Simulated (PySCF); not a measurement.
AlCl₃, SMILES [Cl][Al]([Cl])[Cl]. Heavy atoms are numbered as in [Al:1]([Cl:2])([Cl:3])[Cl:4].

Coordinates come from a PBE0-D3(BJ)/def2-SVP optimisation. The isomer is the one that the SMILES or the coordinates give; other isomers of the formula were not compared.

Computed with PBE/def2-TZVPD run with PySCF.

Mulliken values depend strongly on the basis, most of all with diffuse functions as here. ESP charges are fitted to the potential on shells at 1.4 to 2.0 van der Waals radii. Atomic charges (e), one atom of each kind:

| atom | meta-Löwdin | Mulliken | ESP fit |
|---|---|---|---|
| Al1 | 0.86 | 0.38 | 0.58 |
| Cl2 | -0.29 | -0.13 | -0.19 |
